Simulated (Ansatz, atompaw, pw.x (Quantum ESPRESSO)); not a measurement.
# pw.x on sc Br: one setting changed

Potential: PAW, atompaw 4.2.0.5, LDA (PW92); core [Ar] 3d10, reference 4s2 4p5; waves: 4s (bound): rc 1.95 bohr; 4s channel at -0.7 Ry: rc 1.95 bohr; 4p (bound): rc 1.95 bohr; 4p channel at 0.55 Ry: rc 1.95 bohr; 4d channel at -0.1 Ry: rc 1.95 bohr; 4d channel at 0.5 Ry: rc 1.95 bohr; local part: ultrasoft scheme with l = 3 at 0 Ry, radius 1.65 bohr; core correction: smooth core density matched at 1.10 bohr; augmentation: sinc compensation charge, radius 1.70 bohr; PAW radius 1.95 bohr; waves and projectors: custom polynom2 7 10 vanderbiltortho.

The reference run (k-mesh 11³, cutoffs 40/400 Ry, Fermi–Dirac 0.01 Ry, mixing_beta 0.4, conv_thr 1e-9, no spin) gives -0.03 GPa at 26.727 Å³/atom, where all-electron LAPW gives -0.01 GPa. This run, with its own iteration cap, changes k-mesh points per axis to 4.

```
&control
  calculation='scf', prefix='x', pseudo_dir='./', outdir='./tmp', tstress=.true., disk_io='none'
/
&system
  ibrav=0, nat=1, ntyp=1, ecutwfc=40, ecutrho=400, nbnd=11,
  occupations='smearing', smearing='fd', degauss=0.01
/
&electrons
  conv_thr=1e-09, mixing_beta=0.4, electron_maxstep=50
/
ATOMIC_SPECIES
Br 1.0 Br.UPF
CELL_PARAMETERS angstrom
  2.98985462 0.00000000 0.00000000
  0.00000000 2.98985462 0.00000000
  0.00000000 0.00000000 2.98985462
ATOMIC_POSITIONS crystal
Br 0.0000 0.0000 0.0000
K_POINTS automatic
4 4 4 0 0 0
```

```bash
pw.x < Br.scf.in > Br.scf.out
```

Question: How does the run end?

Answer: It converges in 8 iterations; the free energy moves by -227.0 meV/atom and the pressure by -1.60 GPa.

```
Message from routine setup:
     using ibrav=0 with symmetry is DISCOURAGED, use correct ibrav instead
     lattice parameter (alat)  =       5.6500  a.u.
     unit-cell volume          =     180.3627 (a.u.)^3
     number of electrons       =         7.00
     number of Kohn-Sham states=           11
     kinetic-energy cutoff     =      40.0000  Ry
     charge density cutoff     =     400.0000  Ry
     scf convergence threshold =      1.0E-09
     Exchange-correlation= SLA PW NOGX NOGC
     number of k points=    10  Fermi-Dirac smearing, width (Ry)=  0.0100
     negative rho (up, down):  1.886E-03 0.000E+00
     iteration #  1     ecut=    40.00 Ry     beta= 0.40
     negative rho (up, down):  1.822E-03 0.000E+00
     total energy              =    -197.67793976 Ry
     estimated scf accuracy    <       0.00046573 Ry
     iteration #  2     ecut=    40.00 Ry     beta= 0.40
     negative rho (up, down):  1.740E-03 0.000E+00
     total energy              =    -197.67790600 Ry
     estimated scf accuracy    <       0.00012975 Ry
     iteration #  3     ecut=    40.00 Ry     beta= 0.40
     negative rho (up, down):  1.592E-03 0.000E+00
     total energy              =    -197.67792932 Ry
     estimated scf accuracy    <       0.00000836 Ry
     [... 2 iterations left out ...]
     iteration #  6     ecut=    40.00 Ry     beta= 0.40
     negative rho (up, down):  1.363E-03 0.000E+00
     total energy              =    -197.67793265 Ry
     estimated scf accuracy    <          4.0E-09 Ry
     iteration #  7     ecut=    40.00 Ry     beta= 0.40
     negative rho (up, down):  1.364E-03 0.000E+00
     total energy              =    -197.67793265 Ry
     estimated scf accuracy    <          1.0E-09 Ry
     iteration #  8     ecut=    40.00 Ry     beta= 0.40
     negative rho (up, down):  1.366E-03 0.000E+00
     the Fermi energy is     4.7440 ev
!    total energy              =    -197.67793265 Ry
     estimated scf accuracy    <          4.2E-10 Ry
     smearing contrib. (-TS)   =      -0.00506759 Ry
     convergence has been achieved in   8 iterations
     negative rho (up, down):  1.366E-03 0.000E+00
          total   stress  (Ry/bohr**3)                   (kbar)     P=      -16.26
     Message from routine punch:
     Nothing written, as per user request (disk_io='none')
```

The run took about 6.2 s on one core of a shared host (Intel(R) Xeon(R) Platinum 8375C CPU @ 2.90GHz, 128 threads, 992 GiB, load 71).
